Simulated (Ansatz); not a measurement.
hcp Ti was calculated with PBE-D3(BJ) (PAW; Ansatz, a program for electronic structure).

Numerical settings: plane-wave cutoff 500 eV, 30×30×16 k mesh (along the axes of the cell as run), Fermi–Dirac smearing 0.1 eV, no spin polarisation, scalar-relativistic PAW data made under PBE.

Computed at the level's own relaxed cell.

Question: Estimate the volume per atom, equilibrium lattice constant a and c axis length that the calculation returns.

Answer: 
- volume per atom = 16.52 Å³/atom
- equilibrium lattice constant a = 2.887 Å
- c axis length = 4.577 Å

Measured, for comparison: lattice constant a 2.950 Å, lattice parameter c 4.683 Å (293 K, not corrected to a static lattice; as tabulated in Wikipedia's data pages). Computed (rounded) less measured: lattice constant a -2.1 %, lattice parameter c -2.3 %.

Static lattice: no zero-point or thermal effects.
